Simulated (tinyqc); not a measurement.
Inside a calculation. Method: Pariser-Parr-Pople SCF with singles CI, for the molecule C=C(N)O (SMILES; centres numbered as the heavy atoms are written). One step of it, computed by the program tinyqc.

Question. Iteration 3: orbitals and new P. Diagonalise F (the basis is taken as orthonormal) and form P = 2 sum c c over the lowest orbitals.

F (eV), order 1C, 2C, 3N, 4O:
$$\begin{pmatrix}
-6.299176 & -4.903965 & 1.570938 & 0.674530 \\
-4.903965 & -7.787589 & -4.634214 & -3.411952 \\
1.570938 & -4.634214 & -7.291779 & 0.592747 \\
0.674530 & -3.411952 & 0.592747 & -11.427754
\end{pmatrix}$$

pi electrons, sum of z_r less the charge = 6

Give: orbital energies; P after iteration 3.

Answer.

orbital energies (eV): [-14.8448, -10.6423, -8.3797, 1.0605]

P after iteration 3, order 1C, 2C, 3N, 4O:
$$\begin{pmatrix}
1.3904 & 0.7113 & -0.5272 & -0.2523 \\
0.7113 & 1.1700 & 0.6152 & 0.2944 \\
-0.5272 & 0.6152 & 1.5440 & -0.2182 \\
-0.2523 & 0.2944 & -0.2182 & 1.8956
\end{pmatrix}$$
